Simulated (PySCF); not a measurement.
Structure problem from calculated spectra and properties.

Formula: C2H5NO.

| Property | Result |
| --- | --- |
| 1H NMR | chemical shifts (computed TMS as zero) by class: 8.21 (1 H), 4.24 (1 H), 2.97 (3 H) ppm [GIAO KT3/pcSseg-2] |
| UV, strongest line | among the 10 lowest singlet transitions: S4 at 7.80 eV (159 nm, f = 0.204) [TDDFT wB97X-D/def2-SVPD] |
| NMR, other nuclei | isotropic shieldings of nuclei other than C and H, by class: 135 (1 N), -49 (1 O) ppm [GIAO KT3/pcSseg-2] |
| Valence photoelectron | vertical ionisation energy: 9.99 eV [ΔSCF wB97X-D/def2-SVPD] |
| XPS | C1s 292.1, C1s 293.8, N1s 406.2, O1s 537.1 eV [ΔSCF SCAN, pcX-2 on the ionised atom, pcseg-1 elsewhere, spin-free X2C] |
| Dipole | 4.03 D [wB97X-D/def2-SVPD] |
| Triplet | lowest triplet excitation (Tamm–Dancoff): 5.37 eV [TDA wB97X-D/def2-SVPD] |
| 13C NMR | chemical shifts (computed TMS as zero) by class: 151.3 (1 C), 23.6 (1 C) ppm [GIAO KT3/pcSseg-2] |
| UV, first state | lowest singlet excitation: 5.84 eV (212 nm, f = 0.001) [TDDFT wB97X-D/def2-SVPD] |
| Rotational structure | rotational constants A, B, C: 20.041, 6.174, 4.867 GHz [PBE0-D3(BJ)/def2-SVP] |

Gas-phase values; electronic properties from PySCF, density fitting. Levels stand in brackets. Isolated species at its PBE0-D3(BJ)/def2-SVP geometry (one conformer only). NMR values are class means; diastereotopic atoms form classes of their own.

Q: Give a SMILES that accounts for the data.

A: Numbering: `[CH3:1][NH:2][CH:3]=[O:4]`. Its formula, C2H5NO, gives 1 degree of unsaturation: 0 rings and 1 π bond in the structure found. 2 carbons fall into 2 classes; from least to most shielded: amide carbonyl carbon [C3] (151.3 ppm), N-methyl carbon [C1] (23.6 ppm). Hydrogen classes from least to most shielded: 1 H on an amide carbonyl carbon, C3 (8.21 ppm), 1 H on an amide nitrogen, N2 (4.24 ppm), 3 H on an N-methyl carbon, C1 (2.97 ppm, a mean of values up to 2.3 ppm apart in this geometry). The other shieldings belong to: 135 ppm, amide nitrogen [N2]; -49 ppm, amide oxygen [O4]. The core levels belong to: C1s 292.1 eV, N-methyl carbon [C1]; C1s 293.8 eV, amide carbonyl carbon [C3]; N1s 406.2 eV, amide nitrogen [N2]; O1s 537.1 eV, amide oxygen [O4]. The first electron is taken from the HOMO, whose largest Löwdin shares are 0.44 on the amide nitrogen, 0.28 on the amide oxygen, 0.09 on the amide carbonyl carbon and 0.09 on the N-methyl carbon. The optimised geometry has point group Cs and is an asymmetric top. Structure: N-methylformamide (`CNC=O`). Computed isomers that give other values at the same levels: `CC(N)=O` (core binding energies: C1s 291.2, C1s 294.0, N1s 406.1, O1s 537.0 eV); `[H]/N=C/OC` (smallest rotational constant: 5.208 GHz; this holds for the one conformer computed); `C/C=N\O` (core binding energies: C1s 291.1, C1s 291.5, N1s 406.2, O1s 539.4 eV). The assignments are read from this structure; whether some other isomer fits the data as well wasn't checked.

The values belong to the conformer `[CH3:1][NH:2][CH:3]=[O:4]`: C1–N2–C3–O4 0°.
